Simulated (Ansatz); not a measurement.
Reaction (cleavage of the Si–Si bond): `[SiH3][SiH2][SiH3]` + H–F → `F[SiH2][SiH3]` + SiH₄

Calculated with Ansatz (gas phase, PBE0-D4/def2-TZVP geometries, no zero-point term in ΔE). CCSD(T)/CBS adds triple-zeta CCSD(T) − MP2 to the extrapolated MP2 energy (def2 sets, frozen cores). This one scheme is used for every species. DFT in def2-TZVPP.

(1) Is it downhill or uphill in electronic energy at CCSD(T)/CBS, and by how much? (Estimate.)

(2) What do these levels give: PBE-D4, BLYP-D4, r2SCAN-D4, PBE0-D4, r2SCANh-D4, revPBE, r2SCAN, PBE0, r2SCAN0, RPA@PBE/def2-TZVPP, CCSD(T)/def2-TZVPP, MP2/CBS(def2)? (Estimate.)

(3) What do rigid-rotor, harmonic-oscillator terms from PBE0-D4/def2-TZVP frequencies (298.15 K, 1 bar) make of the CCSD(T)/CBS value? (Estimate.)

Largest T1 diagnostic among the species: 0.013.

## Answers

(1) Ansatz gave: Downhill: ΔE = -108.8 kJ/mol.

(2) Computed: PBE-D4 -89.7, BLYP-D4 -112.6, r2SCAN-D4 -108.9, PBE0-D4 -93.1, r2SCANh-D4 -108.4, revPBE -96.8, r2SCAN -110.6, PBE0 -98.6, r2SCAN0 -110.1, RPA@PBE/def2-TZVPP -114.4, CCSD(T)/def2-TZVPP -109.9, MP2/CBS(def2) -112.3 kJ/mol.

(3) The calculation gave: ΔZPE = -0.5 kJ/mol, ΔH = -112.5 kJ/mol, ΔS = -5 J/(mol·K), ΔG = -111.1 kJ/mol.

Leaving LDA and LC-ωPBE aside and taking each functional with its dispersion term where it has one, the values, not all of them listed here, spread over 36.6 kJ/mol, from CAM-B3LYP-D4 to revPBE-D4. LDA lies +3.8 kJ/mol from PBE without D4. From BLYP to BHLYP (50 % exact exchange), in def2-TZVPP and without D4, ΔE moves by −8.1 kJ/mol.
